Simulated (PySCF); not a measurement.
NaCl, SMILES [Na][Cl].

The structure is a stationary point at B3LYP-D3(BJ)/def2-TZVPD.

Calculation: CAM-B3LYP/def2-TZVPD (PySCF).

Isolated molecule, no solvent.

Computed frontier levels, gap, dipole moment and polarisability:
| Property | Result |
|---|---|
| highest occupied level | -7.93 eV |
| lowest empty level | -1.29 eV |
| orbital gap | 6.64 eV |
| dipole moment | 8.87 D |
| quadrupole, principal values (traceless, Buckingham form, about the centre of nuclear charge) | -4.33, -4.33, 8.65 D·Å |
| mean static polarisability | 31.3 bohr³ (4.63 Å³) |
| polarisability, principal values | 28.9, 28.9, 35.9 bohr³ |
